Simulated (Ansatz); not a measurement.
System: rock-salt RbBr. Method: HSE06 (PAW; Ansatz, a quantum-chemistry and plane-wave program).

Settings: plane-wave cutoff 460 eV, 6×6×6 k mesh, Fermi–Dirac smearing 0.01 eV, scalar-relativistic PAW data made under PBE.

The direct gap at Γ against volume; x = 100 ln(V/42.332 Å³). One gap is withheld.

| V (Å³/atom) | x | gap (eV) |
|---|---|---|
| 40.303 | -4.91 | ? |
| 41.364 | -2.31 | 5.449 |
| 42.332 | 0.00 | 5.387 |
| 43.485 | 2.69 | 5.317 |
| 44.546 | 5.10 | 5.256 |

### Question
Fit a straight line to the rows shown, give the volume deformation potential and predict the withheld gap.

### Answer
Means of the 4 rows: x̄ = 1.370, ȳ = 5.3522 eV. Σ(x − x̄)(y − ȳ) = -0.8092 and Σ(x − x̄)² = 31.075, so the slope is -0.0260 eV per unit of x, and dE_g/d ln V = -2.6 eV. At x = -4.91: 5.3522 + (-0.0260) × (-4.91 − (1.370)) = 5.515 eV. The run gives 5.520 eV, 0.005 eV above the line.

Measured, for comparison: band gap 7.2 eV (temperature not stated, no zero-point or thermal correction; as tabulated in Aguado et al. (1998), arXiv:cond-mat/9809176).

Spin–orbit coupling is not included.
